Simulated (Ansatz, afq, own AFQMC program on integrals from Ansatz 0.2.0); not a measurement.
Two steps: Ansatz 0.2.0 writes the Fock matrix and Cholesky factors of the valence space, and afq projects on them the lowest state that overlaps trial and start.

```yaml
crystal:
  periodic: [false, false, false]
  atoms:
    - {symbol: B, position_ang: [0.000000, 0.000000, 0.095674]}
    - {symbol: C, position_ang: [0.000000, 0.000000, -1.368483]}
    - {symbol: H, position_ang: [0.000000, 0.000000, 1.272810]}
basis:
  gaussian: {orbitals: cc-pVDZ}
magnetization: {spin_polarized: true, initial_magnetization: 2}
correlation: {method: ccsd_t, electrons: outside_noble_gas, hamiltonian_folder: ham}
```

```sh
$ ansatz run in.yaml --threads 1 --pin off --events-out ev --progress --plain --max-ram 1843MiB
```

afq runs on the folder ham with

```
--method phaseless --trial cisd --walkers 60 --populations 1 --least-time 40 --time-step 0.005 --steps-per-block 50 --equilibration-blocks 28 --max-blocks 300 --target-error 0.00034 --factor-cut 1e-05 --start spin_pure --seed 7581 --release-times 0.24,0.51,0.99,1.62,2.4 --release-step 0.03 --release-every 4 --taylor-order 6
```

Times are imaginary, in 1/Eh. The walk had a cap of 630 s.

Output of the walk:

```
orbitals 31  electrons 5 3  factors 227 of 308
reference energy -62.95706526 Eh
CCSD correlation -0.17593577 Eh in 10 cycles, weight of the determinant in the CISD state 0.9045
energy of the start -63.132849 Eh
 block  time / (1/Eh)  mean weight  energy / Eh
     1     0.250  0.9985  -63.131542
     2     0.500  0.9993  -63.133442
     3     0.750  1.0000  -63.134258
     4     1.000  1.0000  -63.136177
     5     1.250  0.9997  -63.135435
    10     2.500  0.9996  -63.140060
    31     7.750  1.0008  -63.136608
    56    14.000  1.0006  -63.138604
    81    20.250  1.0000  -63.136222
   106    26.500  1.0030  -63.155348
   131    32.750  1.0034  -63.134894
   156    39.000  1.0022  -63.139647
   181    45.250  0.9998  -63.136662
   191    47.750  0.9995  -63.131226
   206    51.500  0.9998  -63.141980
blocks merged  error / Eh  count
     1  0.000228  180
     2  0.000281  90
     4  0.000307  45
     8  0.000332  22
    16  0.000391  11
released: time / (1/Eh)  energy / Eh  error  mean overlap
  0.24  -63.138588  0.000325  1.0092
  0.51  -63.139410  0.000301  1.0199
  0.99  -63.139847  0.000375  1.0236
  1.62  -63.139548  0.000426  1.0346
  2.40  -63.139434  0.000452  1.0240
energy -63.138720 +/- 0.000332 Eh
(rows thinned)
```

The run passed its tests (sampling time, drift between the halves within three errors, error under three times the target), which doesn't prove that it has relaxed. The second half of the sampling lies above the first by 2.0 errors of their difference, so the energy may still be moving and its error bar be too small.

Against this walk (error 9.0 meV) on the same determinant: CCSD(T) 0.3 meV higher (within the noise), CCSDT(Q) 45.2 meV lower. The error is statistical and leaves out the bias of the constraint. Released to 2.40 1/Eh the energy moves by -19 ± 15 meV (both errors), within twice the noise. CCSDT(Q) is the surest value here, so the walk's 45 meV above it is most likely the bias of the constraint with this trial, which can have either sign.

Cautions: constraint bias not in the error.

The walk took 2.9 min on 1 thread of Arm Neoverse V1 (shared host). The log's last line is the phaseless energy.

CCSDT and higher add their correlation energy to the determinant of the CCSD(T) run, since their own runs factorise the integrals more tightly (a shift of under 2 meV). A walk keeps the symmetry of its determinant, which the program's search chose and which needn't be the lowest solution, so a lower state of the same spin and another symmetry isn't excluded.
